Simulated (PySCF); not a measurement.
# One reaction down a group: C, Si, Ge

The same gas-phase reaction for C, Si, Ge:
- CCl₃ + HCl + CH₃ → 2 CH₂Cl₂
- SiCl₃ + HCl + SiH₃ → 2 SiH₂Cl₂
- GeCl₃ + HCl + GeH₃ → 2 GeH₂Cl₂

Method: PySCF energies plus ideal-gas RRHO corrections (1 bar). † marks an energy on the PBE0/def2-TZVP geometry and frequencies; other levels use their own. MP2 freezes the core. 6-31G* has spherical d functions here. Open shells (unrestricted): CCl₃ (multiplicity 2), CH₃ (multiplicity 2), SiCl₃ (multiplicity 2), SiH₃ (multiplicity 2), GeCl₃ (multiplicity 2), GeH₃ (multiplicity 2); the rest are closed-shell singlets. Ge: all electrons, no relativistic terms. GeCl₃, GeH₃: computed as isolated molecules; such fragments, hydroxides, amides, oligomers or adducts are transient or little studied in the gas. MP2 isn't extrapolated to the basis-set limit. The harmonic model lacks anharmonicity and excited electronic states, which grow with temperature; levels with a mode under 35 cm⁻¹ are left out.

ΔH°(298 K) in kJ, by level:

```csv
level,C,Si,Ge
ωB97M-V/def2-TZVP†,-319.2,-420.7,-314.1
MP2/def2-TZVPP†,-326.7,-412.6,-329.7
PBE0/def2-QZVP†,-299.5,-384.4,-298.7
PBE0/def2-TZVP,-301.6,-387.0,-302.9
HF/6-31G*,-234.7,-355.7,-275.1
PBE/def2-SVP,-304.8,-367.9,-289.8
HF/def2-TZVP†,-214.0,-349.8,-268.6
PBE/def2-TZVP†,-300.8,-372.6,-285.9
```

At ωB97M-V/def2-TZVP†, ΔH° is not monotonic: it is lowest for Si and highest for Ge, over a range of 106.6 kJ; the steps are -101.5, +106.6 kJ. 4 of the 8 levels shown give the same order; MP2/def2-TZVPP†, PBE0/def2-TZVP, HF/6-31G*, HF/def2-TZVP† order the members differently. The levels scatter most for C (112.7 kJ between the highest and the lowest) and least for Ge (61.1 kJ). ΔS°(298 K) runs from -150.9 to -143.1 J/K, so TΔS° at 298 K spreads over 2.3 kJ among the members, against 106.6 kJ for ΔH°.

Free energies at ωB97M-V/def2-TZVP†:

| member | ΔS°(298 K), J/K | ΔG°(298 K), kJ | ΔG°(2500 K), kJ | ΔG° changes sign |
|---|---|---|---|---|
| C | -143.1 | -277 | 66 | 2000 to 2500 K |
| Si | -149.9 | -376 | -52 | none from 298 to 2500 K |
| Ge | -150.9 | -269 | 51 | 2000 to 2500 K |

The NASA 1993 table, where it holds all species, gives ΔH°(298 K) = -325 kJ for C, -368 kJ for Si; its entries are part measured, part old estimates, and weren't checked at source. After a fit of one offset per element over all species, the range-separated, M06-2X, PBE0/def2-QZVP and CCSD(T)/def2-TZVPP enthalpies, where run, lie to one side of the table for SiCl₃ (+68 kJ/mol), SiH₃ (-20 kJ/mol): a fault of the table's entry, another state or a shared error of the levels is possible; this was not checked at source.
